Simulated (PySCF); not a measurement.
**AlB (triplet): basis, grid and Hamiltonian**

The method stays; parts of the set-up, such as the basis or the Hamiltonian, are changed.

Method: each script names its method and basis; program: PySCF 2.14.0.

4 further runs of the same task are left out: 4 that didn't finish.

## 1. The starting structure

AlB (triplet): 2 atoms, charge 0, spin multiplicity 3.

Bond lengths: Al1–B2 2.311 Å.

## 2. Base script

The input, input.py:

```python
from pyscf import gto, dft

mol = gto.M(
    atom='Al 0 0 0; B 0 0 2.311',
    basis='crenbl',
    ecp={'Al': 'crenbl', 'B': 'crenbl'},
    charge=0,
    spin=2,
    verbose=3,
)
mf = dft.UKS(mol, xc='tpssh')
mf.kernel()
mf.stability(internal=True, external=True)
mf.dip_moment()
print('orbital energies (hartree):', [e[max(0, n-3):n+3].round(4) for e, n in zip(mf.mo_energy, mol.nelec)])
```

Command:

```bash
> OMP_NUM_THREADS=1 python input.py
```

Its log is not repeated here.

Base result: E(SCF) = -4.614646 Eh, ⟨S²⟩ = 2.006, μ = 1.07 D, internal stable; real -> complex stable; UHF/UKS -> GHF/GKS unstable.

The bond length is a typed value, not an optimised one. The triplet is typed in the script; nothing here shows that it is the ground state.

## 3. Ano-rcc-vdzp (core potential off, X2C on)

Variant 1 changes basis set: crenbl → ano-rcc-vdzp; core potential: on → off; spin-free X2C: off → on. The core potential changes with it: totals don't compare.

The input, input.py:

```python
from pyscf import gto, dft

mol = gto.M(
    atom='Al 0 0 0; B 0 0 2.311',
    basis='ano-rcc-vdzp',
    charge=0,
    spin=2,
    verbose=3,
)
mf = dft.UKS(mol, xc='tpssh')
mf = mf.sfx2c1e()
mf.kernel()
mf.stability(internal=True, external=True)
mf.dip_moment()
print('orbital energies (hartree):', [e[max(0, n-3):n+3].round(4) for e, n in zip(mf.mo_energy, mol.nelec)])
```

Command:

```bash
> OMP_NUM_THREADS=1 python input.py
```

## 4. Density fitting def2-universal-jkfit

Variant 2 changes density fitting: none → def2-universal-jkfit.

Edit input.py of step 2 so:

```diff
@@ -11,2 +11,3 @@
 mf = dft.UKS(mol, xc='tpssh')
+mf = mf.density_fit(auxbasis='def2-universal-jkfit')
 mf.kernel()
```

**Question.** What will these runs give? Wanted: for each run, E(SCF); from base; gap, α spin; SCF dipole; after the SCF.

The runs gave:

```tsv
run	E(SCF) (hartree)	from base (eV)	gap, α spin (eV)	SCF dipole (D)	functions	after the SCF
base	-4.614646	0	n/a	1.07	32	unstable: UHF/UKS -> GHF/GKS
ano-rcc-vdzp (core potential off, X2C on)	-267.553346	not comparable	1.07	1.88	32	unstable: internal, UHF/UKS -> GHF/GKS
density fitting def2-universal-jkfit	-4.614651	-0.0001	n/a	1.07	32	unstable: internal, UHF/UKS -> GHF/GKS
```

In words: Total energies from different bases, Hamiltonians or methods carry different errors, so properties are taken as differences within one set-up.
